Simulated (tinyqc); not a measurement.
Inside a calculation. Method: extended Hueckel theory, for CH2. One step of it, computed by the program tinyqc.

Problem. Orbitals. Solve H C = S C e through S^(-1/2); fill by pairs from the bottom, a degenerate level sharing its electrons equally; each orbital has its largest coefficient positive (the first on a tie).

H (eV), order 1C 2s, 1C 2px, 1C 2py, 1C 2pz, 2H 1s, 3H 1s:
$$\begin{pmatrix}
-21.400000 & 0.000000 & 0.000000 & 0.000000 & -14.793948 & -14.793948 \\
0.000000 & -11.400000 & 0.000000 & 0.000000 & 0.000000 & 0.000000 \\
0.000000 & 0.000000 & -11.400000 & 0.000000 & -9.418771 & 9.418771 \\
0.000000 & 0.000000 & 0.000000 & -11.400000 & -4.915811 & -4.915811 \\
-14.793948 & 0.000000 & -9.418771 & -4.915811 & -13.600000 & -2.603978 \\
-14.793948 & 0.000000 & 9.418771 & -4.915811 & -2.603978 & -13.600000
\end{pmatrix}$$

overlap S, order 1C 2s, 1C 2px, 1C 2py, 1C 2pz, 2H 1s, 3H 1s:
$$\begin{pmatrix}
1.000000 & 0.000000 & 0.000000 & 0.000000 & 0.483068 & 0.483068 \\
0.000000 & 1.000000 & 0.000000 & 0.000000 & 0.000000 & 0.000000 \\
0.000000 & 0.000000 & 1.000000 & 0.000000 & 0.430572 & -0.430572 \\
0.000000 & 0.000000 & 0.000000 & 1.000000 & 0.224723 & 0.224723 \\
0.483068 & 0.000000 & 0.430572 & 0.224723 & 1.000000 & 0.109411 \\
0.483068 & 0.000000 & -0.430572 & 0.224723 & 0.109411 & 1.000000
\end{pmatrix}$$

valence electrons = 6

Give: orbital energies; occupations; coefficients; sum of one-electron energies.

Solution.

orbital energies (eV): [-23.6599, -15.8133, -12.0733, -11.4000, 6.3349, 13.3850]

occupations: [2.0000, 2.0000, 2.0000, 0.0000, 0.0000, 0.0000]

coefficients, order 1C 2s, 1C 2px, 1C 2py, 1C 2pz, 2H 1s, 3H 1s:
$$\begin{pmatrix}
0.7268 & 0.0000 & -0.2694 & 0.0000 & 0.0000 & 1.1228 \\
0.0000 & 0.0000 & 0.0000 & 1.0000 & 0.0000 & 0.0000 \\
0.0000 & 0.5178 & 0.0000 & 0.0000 & 1.2022 & 0.0000 \\
-0.0160 & 0.0000 & 0.9172 & 0.0000 & 0.0000 & 0.5873 \\
0.2441 & 0.4378 & 0.1402 & 0.0000 & -0.8776 & -0.9186 \\
0.2441 & -0.4378 & 0.1402 & 0.0000 & 0.8776 & -0.9186
\end{pmatrix}$$

sum of one-electron energies = -103.0930 eV
